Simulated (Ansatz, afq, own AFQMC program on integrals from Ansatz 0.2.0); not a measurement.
**B2H2⁺, quartet: AFQMC among the cluster methods**

```xyz
4

B     0.0000    0.0000    0.6756
B     0.0000    0.0000   -0.9095
H     0.0000    1.0479    1.2540
H     0.0000   -1.0479    1.2540
```

Connectivity, by distances: BH2–B.

Basis cc-pVTZ. Only valence electrons are correlated. Ansatz 0.2.0 and our own AFQMC program on the same integrals; the CISD trial comes from CCSD amplitudes, and released means the phaseless constraint is let go. Free projection: walkers drawn from exp(T), propagated without any constraint. Its projection time is finite, and what remains of the start isn't in its error. Error bars are statistical, one sigma.

Determinant: ROHF, the one that the program's search chose, which needn't be the lowest solution. The geometry is a PBE0/def2-TZVP stationary point of this or a neighbouring charge and spin state.

No full CI on the walks' own integrals is used here; CCSDT(Q) serves as the reference and is uncertain by about the last step of the cluster series.

Cautions: another spin lies lower (by 3.59 eV); the search met a lower determinant of the same kind, perhaps of another symmetry (257 meV lower), and this one is a saddle point; released walk and highest rung disagree (by 14 meV at 2.40 1/Eh).

* T1 diagnostic: 0.0281
* weight of the determinant in the CISD state: 0.903
* size of the correlated space: 7 electrons in 86 orbitals

Reference: CCSDT(Q), correlation energy -4.507 eV. The released energy is read at 2.40 1/Eh (meV from the phaseless value at times in 1/Eh: -13 ± 4 at 0.24, -19 ± 4 at 0.51, -29 ± 3 at 0.99, -34 ± 3 at 1.62, -32 ± 4 at 2.40).

```
         level  E − E(reference) (kJ/mol)  share of correlation (%)
            HF                      434.9                      0.00
           MP2                       91.1                     79.06
          CCSD                       20.0                     95.41
       CCSD(T)                        4.0                     99.07
         CCSDT                        0.7                     99.84
   ph-AFQMC/HF                 23.2 ± 2.1                     94.67
 ph-AFQMC/CISD                  4.4 ± 0.4                     98.99
released AFQMC                  1.3 ± 0.4                     99.70
    free AFQMC                  0.3 ± 0.7                     99.92
```

Free projections are given only where their last times agree within the noise and don't stop above the reference; a slow remainder of the start can still hide under it. A walk keeps the symmetry of its determinant, which the program's search chose and which needn't be the lowest solution, so a lower state of the same spin and another symmetry isn't excluded. Released energies are given only where the last usable release times agree within the noise; a slower fall can still hide under it.
